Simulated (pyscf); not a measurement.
Optimised with ωB97X-D3(BJ)/def2-SVP in PySCF.

What is the homolytic dissociation enthalpy (298 K, ωB97M-D3(BJ)/def2-TZVP) of the F–Ge bond of F–GeH(SiH₃)–GeH₂–SiH₃, to F• + H₃Si–GeH•–GeH₂–SiH₃?

F–Ge to F• + H₃Si–GeH•–GeH₂–SiH₃: 5.13 eV. The 7 functionals that were run give +5.02 (PBE0-D3(BJ)) to +5.26 eV (PBE). Other isomers of H₃Si–GeH•–GeH₂–SiH₃ were not searched in full and may lie lower. Left out: the spin-orbit lowering of F. Elements up to Kr have no core potential and no relativistic terms here.
